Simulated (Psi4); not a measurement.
**C2H3Si (SMILES [C]#C[SiH3]) at UHF/def2-SVP (sweep point 4)**

What is the vertical doublet–quartet gap of C2H3Si at UHF/def2-SVP (sweep point 4)? 

Program for the calculation: Psi4 1.11.

## 1. The system as given

The species is C2H3Si (6 atoms), meant as a doublet with charge 0. SMILES: `[C]#C[SiH3]`. The shape is that of a PBE0-D4/def2-TZVP optimisation.

Bond lengths: C1–C2 1.212 Å, C2–Si3 1.827 Å, Si3–H4 1.482 Å, Si3–H5 1.482 Å, Si3–H6 1.482 Å. Angles: C1–C2–Si3 179.9°, C2–Si3–H4 108.8°, C2–Si3–H5 108.8°, C2–Si3–H6 108.8°, H4–Si3–H5 110.1°, H4–Si3–H6 110.1°, H5–Si3–H6 110.1°.

## 2. The energy at UHF/def2-SVP (sweep point 4)

c2h3si.in

```
memory 1.6 GB

molecule {
  0 2
  C      1.099800    -1.943700     1.067500
  C      0.563900    -0.994100     0.538900
  Si    -0.246300     0.437400    -0.257000
  H     -1.451000    -0.035700    -0.979200
  H      0.706200     1.059100    -1.207200
  H     -0.630600     1.412800     0.790800
  units angstrom
  symmetry c1
}

set {
  basis def2-SVP
  reference uhf
  puream true
  scf_type pk
  maxiter 150
}

e_tot = energy("scf")
```

Run with:

```
$ psi4 -i c2h3si.in -o c2h3si.out -n 1
```

c2h3si.out, shortened:

```text
[...]
  Running in c1 symmetry.
[...]
  Nuclear repulsion =   76.367132930564821
[...]
  Multiplicity = 2
[...]
  Nalpha       = 15
  Nbeta        = 14
[...]
    Number of basis functions: 61
[...]
   @UHF iter   1:  -366.03456805681208   -9.44126e-01   4.79168e-03 DIIS/ADIIS
[...]
   @UHF iter  13:  -366.11691484275104    1.73100e-09   3.84067e-07 DIIS
[...]
   @S^2 Observed:                1.169132529E+00
[...]
    Orbital Energies [Eh]
    ---------------------
    Alpha Occupied:
       1A    -68.777720     2A    -11.304761     3A    -11.225271
       4A     -6.148137     5A     -4.259519     6A     -4.258143
       7A     -4.258142     8A     -1.045668     9A     -0.771437
      10A     -0.634714    11A     -0.542298    12A     -0.502059
      13A     -0.502037    14A     -0.448434    15A     -0.448426
    Alpha Virtual:
      16A      0.129957    17A      0.129967    18A      0.168258
      19A      0.253634    20A      0.253648    21A      0.256141
      22A      0.321820    23A      0.457645    24A      0.457659
      25A      0.491571    26A      0.524428    27A      0.546194
[...]
  @UHF Final Energy:  -366.11691484275104
   => Energetics <=
    Nuclear Repulsion Energy =             76.3671329305648214
    One-Electron Energy =                -655.4475987778000672
    Two-Electron Energy =                 212.9635510044842022
    Total Energy =                       -366.1169148427510436
  UHF NO Occupations:
  HONO-2 :   13  A 1.8909642
  HONO-1 :   14  A 1.8909603
[...]
 Multipole Moments:
 ------------------------------------------------------------------------------------
     Multipole            Electronic (a.u.)      Nuclear  (a.u.)        Total (a.u.)
 ------------------------------------------------------------------------------------
 L = 1.  Multiply by 2.5417464519 to convert [e a0] to [Debye]
 Dipole X            :          1.8364825           -1.8970314           -0.0605489
 Dipole Y            :         -3.2463049            3.3529337            0.1066289
 Dipole Z            :          1.8049834           -1.8642941           -0.0593107
 Magnitude           :                                                    0.1362117
[...]
```

Run time: 4.8 s. Hardware: 1 thread of AMD EPYC 7R43 (Zen 3), shared host; peak memory 0.21 GiB.

## 3. The quartet at the same level

job.inp

```
memory 1.6 GB

molecule {
  0 4
  C      1.099800    -1.943700     1.067500
  C      0.563900    -0.994100     0.538900
  Si    -0.246300     0.437400    -0.257000
  H     -1.451000    -0.035700    -0.979200
  H      0.706200     1.059100    -1.207200
  H     -0.630600     1.412800     0.790800
  units angstrom
  symmetry c1
}

set basis def2-SVP
set reference uhf
set puream true
set scf_type pk
set maxiter 150

energy_value, wavefunction = energy('hf', return_wfn=True)
```

Run with:

```
$ psi4 job.inp job.out -n 1
```

job.out, shortened:

```text
[...]
  Running in c1 symmetry.
[...]
  Nuclear repulsion =   76.367132930564821
[...]
  Multiplicity = 4
[...]
  Nalpha       = 16
  Nbeta        = 13
[...]
    Number of basis functions: 61
[...]
   @UHF iter   1:  -365.76908529698210   -6.78643e-01   5.72488e-03 ADIIS/DIIS
[...]
   @UHF iter  14:  -365.96703458992636   -2.63086e-08   7.02559e-07 DIIS
[...]
   @S^2 Observed:                3.871194519E+00
[...]
    Orbital Energies [Eh]
    ---------------------
    Alpha Occupied:
       1A    -68.771567     2A    -11.310238     3A    -11.254352
       4A     -6.139887     5A     -4.250732     6A     -4.250507
       7A     -4.250269     8A     -1.115946     9A     -0.790117
      10A     -0.661712    11A     -0.602846    12A     -0.563655
      13A     -0.506915    14A     -0.492752    15A     -0.463866
      16A     -0.251133
    Alpha Virtual:
      17A      0.117153    18A      0.170292    19A      0.212605
      20A      0.244657    21A      0.251688    22A      0.316334
      23A      0.460763    24A      0.462129    25A      0.477841
[...]
  @UHF Final Energy:  -365.96703458992636
   => Energetics <=
    Nuclear Repulsion Energy =             76.3671329305648214
    One-Electron Energy =                -655.1774995774562740
    Two-Electron Energy =                 212.8433320569650675
    Total Energy =                       -365.9670345899263566
  UHF NO Occupations:
  HONO-2 :   14  A 1.0000000
  HONO-1 :   15  A 1.0000000
[...]
 Multipole Moments:
 ------------------------------------------------------------------------------------
     Multipole            Electronic (a.u.)      Nuclear  (a.u.)        Total (a.u.)
 ------------------------------------------------------------------------------------
 L = 1.  Multiply by 2.5417464519 to convert [e a0] to [Debye]
 Dipole X            :          1.9299974           -1.8970314            0.0329660
 Dipole Y            :         -3.4094735            3.3529337           -0.0565398
 Dipole Z            :          1.8808934           -1.8642941            0.0165993
 Magnitude           :                                                    0.0675207
[...]
```

Run time: 5.4 s. Hardware: 1 thread of AMD EPYC 7R43 (Zen 3), shared host; peak memory 0.2 GiB.

## 4. Results

At UHF/def2-SVP (sweep point 4):

| quantity | value |
| --- | --- |
| doublet: total energy | -366.11691 Eh |
| doublet: dipole moment | 0.35 D |
| doublet: HOMO energy (highest over α and β) | -11.33 eV |
| doublet: LUMO energy (lowest over α and β) | 1.09 eV |
| doublet: ⟨S²⟩ | 1.169 |
| quartet: total energy | -365.96703 Eh |
| quartet: dipole moment | 0.17 D |
| quartet: HOMO energy (highest over α and β) | -6.83 eV |
| quartet: LUMO energy (lowest over α and β) | 0.47 eV |
| quartet: ⟨S²⟩ | 3.871 |
| vertical energy of the quartet above the doublet | 4.078 eV |

**Reading.** At this shape the quartet lies 4.08 eV (94 kcal/mol) above the doublet. ⟨S²⟩ (doublet) is 1.17 where a pure doublet has 0.75: the reference is spin-contaminated. ⟨S²⟩ (quartet) is 3.87 where a pure quartet has 3.75: the reference is spin-contaminated.
